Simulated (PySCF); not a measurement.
**Al₂H₆: fields on a plane**

These are results of PBE0 in PySCF with Al def2-TZVP, H def2-TZVP; no relativity; density-fitted integrals, not measurements.

The singlet minimum has Al–H 1.578 Å (×4), Al–H 1.741 Å (×4); Al–H–Al 96.6° (×2), H–Al–H 83.4° (×2), H–Al–H 109.1° (×8), H–Al–H 128.1° (×2).

The plane holds Al1 at (0.00, 0.00), Al2 at (2.60, 0.00), H3 at (1.30, 1.16), H4 at (1.30, -1.16) Å. Columns run from x = -1.95 to 4.95 Å, rows from y = 3.45 (top) to -3.15 Å, in steps of 0.3 Å. Other isomers or separated fragments may lie lower.

Give the lowest empty orbital (Å^-3/2) at -1.12 eV (cut at ±0.3; overall sign arbitrary). Lower edges of the bins (Å^-3/2): '0' -0.300, '1' -0.240, '2' -0.180, '3' -0.120, '4' -0.060, '5' 0.000, '6' 0.060, '7' 0.120, '8' 0.180, '9' 0.240; top 0.30.


```
555555555554444444444444
555555555554444444444444
555555555554444444444444
555666665554444333334444
556666666554443333333444
566667766654433222333344
566677777654332222233344
566778887764322111223344
566788888764321111223344
566788887764321111223344
556677556654333432233444
555555005554445974444444
444444994445554025555555
443322443345666567766555
433211112235678888776655
433211111235678888776655
433221112235678888776655
433222222345667777766655
433332233345566777666655
443333333445556666666555
444333334445555666665555
444444444445555555555555
444444444445555555555555
```

Give the electron density (e/Å³) (cut at 5 e/Å³). Lower edges of the bins (e/Å³): '0' 0.000, '1' 0.030, '2' 0.076, '3' 0.151, '4' 0.268, '5' 0.455, '6' 0.750, '7' 1.218, '8' 1.960, '9' 3.136; top 5.00.


```
000000000000000000000000
000000000000000000000000
000000000000000000000000
000000000000000000000000
000000000011100000000000
000000001122211000000000
000000012344321100000000
000001123467542111000000
000111223567643221110000
001122344466544432211000
001235995445447984221000
011249999444459996321000
011249999444459996321000
001235995445447984221000
001122344466544432211000
000111223567643221110000
000001123467542111000000
000000012344321100000000
000000001122211000000000
000000000011100000000000
000000000000000000000000
000000000000000000000000
000000000000000000000000
```
